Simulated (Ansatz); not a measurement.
Total energies of `COC(N)F`.

```xyz
11

C     0.1328    1.4040   -0.9109
O     0.0236    0.7173    0.3177
C     0.0654   -0.6407    0.2039
N     0.0761   -1.1922    1.4910
F    -1.0565   -1.0608   -0.5476
H     1.0503    1.1166   -1.4387
H    -0.7282    1.2084   -1.5546
H     0.1769    2.4653   -0.6726
H     0.9231   -0.9902   -0.3865
H     0.0286   -2.2003    1.4580
H    -0.6920   -0.8274    2.0404
```

Total charge 0; spin multiplicity 1. The geometry is a stationary point of PBE0-D4/def2-TZVP. It is one conformer, not always the lowest. Basis def2-TZVPP, the Gaussian-basis code of Ansatz.

RPA on PBE orbitals: Hartree–Fock energy of these orbitals -308.04951 Eh, correlation -1.63895 Eh (frozen core).

```csv
functional,energy without D4 (Eh),D4 term (kJ/mol)
LDA (SPW92),-307.41474,–
PBE,-309.42501,-15.6
revPBE,-309.66920,-58.7
BLYP,-309.69123,-35.6
r2SCAN,-309.61460,-4.0
B97M-V,-309.70166,–
PBE0,-309.43775,-12.9
B3LYP,-309.77702,-24.8
r2SCANh,-309.59812,-4.1
r2SCAN0,-309.57466,-4.5
HSE06 (plane-wave form),-309.42291,-11.8
BHLYP,-309.61444,-16.3
CAM-B3LYP,-309.66103,-12.7
LC-ωPBE,-309.59647,–
ωB97X-V,-309.67372,–
ωB97M-V,-309.66239,–
B2PLYP,-309.55285,–
PBE-QIDH,-309.39696,–
```

B3LYP takes the VWN-RPA correlation (the form of Gaussian; ORCA's B3LYP/G). HSE06 is the plane-wave form, built on full-range PBE exchange. The double hybrids freeze the cores in their second-order part.

LC-ωPBE has ω = 0.4 bohr⁻¹.
